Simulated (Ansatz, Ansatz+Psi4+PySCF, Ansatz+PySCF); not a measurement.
```xyz
2

O     0.0000    0.0000    0.1069
H     0.0000    0.0000   -0.8551
```

Basis set: cc-pVTZ (spherical functions). Left uncorrelated: 1 orbital. Correlation on ROHF uses semicanonical orbitals with singles. Charge 0, multiplicity 2.

Computed with Ansatz (development build ahead of 0.2.0); each method stands on the lowest determinant of its kind that the runs found.

(1) Give the atomization energy at this shape (free ground-state atoms in the same class of orbitals less the molecule, no zero-point energy) of doublet OH by UHF-CCSD(T), ROHF-MP2.

Results:

(1)

```
     method  atomization energy
UHF-CCSD(T)             4.46 eV
   ROHF-MP2             4.47 eV
```
